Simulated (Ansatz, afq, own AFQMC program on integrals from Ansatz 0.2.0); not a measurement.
**HBr + Br, doublet: a scan with AFQMC**

```xyz
3

Br    0.0000    0.0000   -1.6132
H     0.0000    0.0000   -0.1926
Br    0.0000    0.0000    1.8058
```

A hydrogen atom is moved from one rigid fragment to the other; the Br1–H2 distance tells how far. The two fragments are held close together, so this isn't a minimum-energy path and the start is a compressed complex. Energies in mEh count from this geometry (1.421 Å) at the same level; the start stands on UHF, each point on the determinant named.

Basis cc-pVTZ. Noble-gas cores (and the filled d shells of Ga–Kr and In–Xe) are frozen. AFQMC by an in-house program on the Cholesky factors that Ansatz 0.2.0 writes for its CCSD(T) run. The CISD trial takes its coefficients from CCSD amplitudes. Released means that phaseless walkers are propagated on without the constraint, phases kept. Uncertainties: one standard error, sampling alone. No spin–orbit coupling.

Cautions, each for one point or more: inner d shell frozen; no relativity below Rb; no spin-orbit coupling; the ph-AFQMC/CISD walk drifts between its halves; unrestricted determinant slightly spin contaminated.

```json
{"r(Br1–H2) / Å": "1.554", "det.": "UHF", "T1": "0.013", "weight": "0.85", "⟨S²⟩": "0.79", "wB97M-V": "3.5", "MP2": "5.7", "CCSD(T)": "3.9"}
{"r(Br1–H2) / Å": "1.621", "det.": "UHF", "T1": "0.015", "weight": "0.85", "⟨S²⟩": "0.82", "wB97M-V": "6.3", "MP2": "10.0", "CCSD(T)": "6.8"}
{"r(Br1–H2) / Å": "1.688", "det.": "UHF", "T1": "0.017", "weight": "0.85", "⟨S²⟩": "0.83", "wB97M-V": "7.8", "MP2": "12.6", "CCSD(T)": "8.5"}
{"r(Br1–H2) / Å": "1.755", "det.": "UHF", "T1": "0.017", "weight": "0.85", "⟨S²⟩": "0.83", "wB97M-V": "7.5", "MP2": "12.0", "CCSD(T)": "8.1"}
{"r(Br1–H2) / Å": "1.889", "det.": "UHF", "T1": "0.012", "weight": "0.86", "⟨S²⟩": "0.78", "wB97M-V": "2.5", "MP2": "4.1", "CCSD(T)": "2.8"}
```

Problem. Estimate the curve of CCSDT(Q), counted from the same start.

Solution. 
```csv
r(Br1–H2) / Å,det.,T1,weight,⟨S²⟩,CCSDT(Q),ph-AFQMC/CISD
1.554,UHF,0.013,0.85,0.79,3.7,4.1 ± 0.3
1.621,UHF,0.015,0.85,0.82,6.5,6.8 ± 0.3
1.688,UHF,0.017,0.85,0.83,8.1,8.6 ± 0.3
1.755,UHF,0.017,0.85,0.83,7.7,8.0 ± 0.3
1.889,UHF,0.012,0.86,0.78,2.6,2.8 ± 0.3
```

Weight is that of the determinant in the CISD state; at the start T1 is 0.009 and the weight 0.86, and ⟨S²⟩ is 0.77. Largest departures from CCSDT(Q), at the points where its series has closed: CCSD(T) 0.4 mEh at 1.688 (on UHF), ph-AFQMC/CISD 0.5 mEh at 1.688 (on UHF) (within the noise), wB97M-V -0.3 mEh at 1.688, MP2 4.5 mEh at 1.688 (on UHF). Functionals count only at points shown to share the start's state and spin.

A walk keeps the symmetry of its determinant, which the program's search chose and which needn't be the lowest solution, so a lower state of the same spin and another symmetry isn't excluded.
